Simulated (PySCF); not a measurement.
NO, SMILES [N]=O (connectivity only; charge and spin as stated), charge +1, multiplicity 1. Coordinates come from a PBE-D3(BJ)/def2-TZVPD optimisation.

Calculation: PySCF with PBE-D3(BJ)/def2-TZVPD.

Harmonic wavenumbers (cm⁻¹): 2362. Rotational constants (GHz): 59.13 (linear); symmetry number 1.

Problem. Work out the zero-point energy and the ideal-gas rigid-rotor harmonic-oscillator thermochemistry at 298.15 K and 1 atm.

Solution. ZPE = ½ Σ hcν = ½ × 2362 cm⁻¹ = 14.13 kJ/mol. H − E(el) = 22.81 kJ/mol. Entropy in J/(mol K): translation 151.17, rotation 47.02, vibration 0.00, total 198.18. G − E(el) = -36.28 kJ/mol. Cp = 29.11 J/(mol K).
